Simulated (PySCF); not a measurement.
## Calculated properties of cis allyl isocyanide (`[C-]#[N+]CC=C`)

Cis allyl isocyanide, C4H5N.
Bonds: C1–N2 (triple), N2–C3, C3–C4, C4–C5 (double). Hydrogens: H6, H7 on C3; H8 on C4; H9, H10 on C5.

Some functional groups and rings: isocyanide and C=C double bond.

GFN2-xTB geometry:

- Point group of the GFN2-xTB geometry: C1
- Rotational constants A, B, C of the GFN2-xTB geometry: 19.511, 2.866, 2.721 GHz

From CAM-B3LYP/def2-SVPD ground state and vertical TDDFT (core frozen in the response) (PySCF):

* Dipole moment: 3.88 D
* HOMO energy: -9.68 eV
* LUMO energy: 0.74 eV
* HOMO–LUMO gap: 10.42 eV
* Lowest singlet excitation: 7.67 eV (162 nm, f = 0.385)
* Strongest line among the 8 lowest singlet transitions: S1 at 7.67 eV (162 nm, f = 0.385)
* Lowest triplet excitation (Tamm–Dancoff): 4.53 eV
* Static isotropic polarisability: 52.7 au
* Electronic spatial extent ⟨r²⟩ about the centre of nuclear charge: 464 bohr²

Monoisotopic mass (most abundant isotopes): 67.0422 u.

A dipole of 3.88 D is allowed in C1, and pure rotational transitions are dipole-allowed. The 8 singlets span 7.67 to 8.42 eV, and their oscillator strengths add up to 0.65. The principal polarisabilities are 43.1, 44.7 and 70.1 au; their mean is the isotropic value. The largest Löwdin shares of the HOMO are 0.35 on C5, 0.35 on C4, 0.08 on C1 and 0.06 on C3.

The structure is a single GFN2-xTB conformer in the gas phase; no vibrational or solvent corrections.

The values belong to the conformer `[C-:1]#[N+:2][CH2:3][CH:4]=[CH2:5]`: N2–C3–C4–C5 123°.
